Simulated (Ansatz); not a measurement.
Relaxation of H7NOSi (10 atoms, charge 0, multiplicity 1), to a largest force component of 0.03 eV/Å in at most 50 steps.

Computed with RKS B3LYP-D4/6-31G* (Ansatz 0.2.0).

```xyz
10
Properties=species:S:1:pos:R:3
Si 0.071 -0.476 -0.406
N 0.343 0.191 2.524
H -0.520 0.255 3.062
H 1.066 0.659 3.067
H 1.221 0.458 -0.392
H -1.193 0.220 -0.070
H -0.069 -0.983 -1.812
O 0.335 -1.841 0.542
H 0.332 -2.657 0.024
H 0.588 -0.815 2.483
```

Q: Where does it end, and by what steps?

A: The forces met the threshold. The force dipped under the threshold on the way, but the program's further checks kept it going. After 25 steps the energy has fallen by 0.066 eV; H4 moved furthest, 0.80 Å.

```csv
step,energy less start (eV),largest force component (eV/Å),accepted
0,0.0000,0.722,yes
1,-0.0170,0.493,yes
2,-0.0276,0.542,yes
3,-0.0362,0.520,yes
4,-0.0433,0.420,yes
5,-0.0458,0.363,yes
6,-0.0527,0.131,yes
7,-0.0541,0.067,yes
8,-0.0551,0.021,yes
9,-0.0512,0.384,no
10,-0.0556,0.044,yes
11,-0.0548,0.223,no
12,-0.0553,0.160,no
13,-0.0559,0.010,yes
14,-0.0566,0.069,yes
15,-0.0564,0.224,no
16,-0.0570,0.074,yes
17,-0.0580,0.055,yes
18,-0.0589,0.115,yes
19,-0.0591,0.199,yes
20,-0.0607,0.122,yes
21,-0.0629,0.009,yes
22,-0.0480,0.785,no
23,-0.0634,0.230,yes
24,-0.0650,0.065,yes
25,-0.0658,0.005,yes
```

```xyz
10
Properties=species:S:1:pos:R:3
Si 0.138 -0.434 -0.111
N 0.345 0.014 2.260
H -0.511 -0.276 2.728
H 0.554 0.970 2.543
H 1.412 0.336 -0.107
H -1.056 0.433 0.085
H 0.009 -0.845 -1.564
O 0.137 -1.954 0.632
H 0.055 -2.640 -0.046
H 1.088 -0.592 2.602
```

Whether the end is a true minimum wasn't checked by a vibrational analysis.

Run time: 64 s on 1 thread of AMD EPYC 7R43 64-Core Processor (Zen 3), on a shared host, peak memory 0.15 GiB.
